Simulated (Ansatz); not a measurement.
# B3H+ (doublet): from Hartree-Fock to the top rungs, def2-TZVPP

An exercise on one series of results from a longer session: the logs are not shown, and one member is left open.

Computed with Ansatz 0.2.0, Gaussian basis. Level: def2-TZVPP, core rule «outside noble gas», up to 3 orbitals frozen.

To be run: UHF; ROHF; CCSD(T) on UHF.

2 further runs of the same task are left out: 2 set aside as unsound or not needed.

### The geometry

The geometry is a PBE0/def2-TZVP stationary point (not a proven minimum) of the parent state, kept for this charge and spin.

4 atoms, charge 1, spin multiplicity 2.

Atoms are counted from 1 here; the program's logs count them from 0.

Bond lengths: B1–B2 1.597 Å, B1–B3 1.597 Å, B1–H4 1.184 Å, B2–B3 1.488 Å. Angles: B2–B1–B3 55.5°, B2–B1–H4 152.2°, B3–B1–H4 152.2°, B1–B2–B3 62.2°, B1–B3–B2 62.2°.

The first run:

Input file in.yaml:

```yaml
crystal:
  periodic: [false, false, false]
  atoms:
    - {symbol: B, position_ang: [0.000000, 0.000000, 0.877935]}
    - {symbol: B, position_ang: [0.000000, -0.744017, -0.535109]}
    - {symbol: B, position_ang: [0.000000, 0.744017, -0.535109]}
    - {symbol: H, position_ang: [0.000000, 0.000000, 2.062404]}
basis:
  gaussian: {orbitals: def2-TZVPP}
total_charge: 1
magnetization: {spin_polarized: true, initial_magnetization: 1}
hamiltonian: {xc: hf}
output: {orbitals: {seedname: orbitals}}
```

Command:

```sh
$ ansatz run in.yaml --threads 1 --pin off --events-out ev --progress --plain --max-ram 4096MiB --backend cpu
```

Among the steps run: UHF; ROHF; CCSD(T) on UHF.

One table of the session follows, with a row left open; its other results are not shown here.

| method | from UCCSD(T) (kJ/mol) |
| --- | --- |
| ROHF | +737.4 |
| UHF | +702.3 |
| UMP2 | ? |
| UCCSD | +46.4 |
| UCCSD(T) | 0 |

Q: Estimate the row for UMP2 from the others.

As computed: from UCCSD(T) (kJ/mol): +180.6. In the column «from UCCSD(T) (kJ/mol)» it lies between UCCSD (+46.4) and UHF (+702.3).

Caveats from the session: The determinant is far from a pure spin state, so its energy mixes those of several spin states (harmless only where they are near-degenerate, as at dissociation).
